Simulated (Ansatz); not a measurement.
**C₃H₃F (SMILES CC#CF): functionals against CCSD(T) at one geometry**

The task here is to estimate one member of a computed series from the others.

The runs use Ansatz 0.2.0, Gaussian basis; single points in def2-TZVPP.

Correlated methods freeze the cores.

## The starting structure

SMILES `CC#CF`, 7 atoms, charge 0, spin multiplicity 1.

Atoms are counted from 1 here; the program's logs count them from 0.

Bond lengths: C1–C2 1.572 Å, C1–H5 1.178 Å, C1–H6 1.061 Å, C1–H7 1.211 Å, C2–C3 1.124 Å, C3–F4 1.357 Å. Angles: C2–C1–H5 107.5°, C2–C1–H6 103.2°, C2–C1–H7 103.4°, H5–C1–H6 107.0°, H5–C1–H7 120.8°, H6–C1–H7 113.3°, C1–C2–C3 168.7°, C2–C3–F4 169.5°.

Coordinates:

```
C     0.0134    1.0054   -0.0647
C     0.0591   -0.5502    0.1564
C    -0.0032   -1.6718    0.1156
F     0.1147   -3.0200    0.2209
H    -0.1864    1.1952   -1.2098
H    -0.8630    1.2992    0.4554
H     1.0342    1.3943    0.4589
```

Set-up of the first run:

Input file run/in.yaml:

```yaml
crystal:
  periodic: [false, false, false]
  atoms:
    - {symbol: C, position_ang: [0.013400, 1.005400, -0.064700]}
    - {symbol: C, position_ang: [0.059100, -0.550200, 0.156400]}
    - {symbol: C, position_ang: [-0.003200, -1.671800, 0.115600]}
    - {symbol: F, position_ang: [0.114700, -3.020000, 0.220900]}
    - {symbol: H, position_ang: [-0.186400, 1.195200, -1.209800]}
    - {symbol: H, position_ang: [-0.863000, 1.299200, 0.455400]}
    - {symbol: H, position_ang: [1.034200, 1.394300, 0.458900]}
basis:
  gaussian: {orbitals: def2-TZVPP}
correlation: {method: ccsd_t}
output: {forces: true}
```

The command line of these runs was not kept.

Among the steps run: CCSD(T)/def2-TZVPP; PBE0-D4/def2-TZVPP; wB97M-V/def2-TZVPP; r2SCAN-D4/def2-TZVPP; PBE-D4/def2-TZVPP; HSE06-D4/def2-TZVPP; BLYP-D4/def2-TZVPP.

One of the session's tables, all rows but one given; the rest of the session is left out.

```
   method  RMS force component (eV/Å)  angle to CCSD(T) forces (°)  dipole (D)
  CCSD(T)                       4.324                    reference        1.78
  PBE0-D4                       4.162                          2.7        1.81
  wB97M-V                       3.985                          2.4        1.81
r2SCAN-D4                           ?                            ?           ?
   PBE-D4                       4.338                          1.9        1.65
 HSE06-D4                       4.175                          2.7        1.81
  BLYP-D4                       4.136                          2.1        1.68
```

Q: Estimate the row for r2SCAN-D4 from the others.

As computed: RMS force component (eV/Å): 4.197; angle to CCSD(T) forces (°): 1.6; dipole (D): 1.74. In the column «RMS force component (eV/Å)» it lies between HSE06-D4 (4.175) and CCSD(T) (4.324).
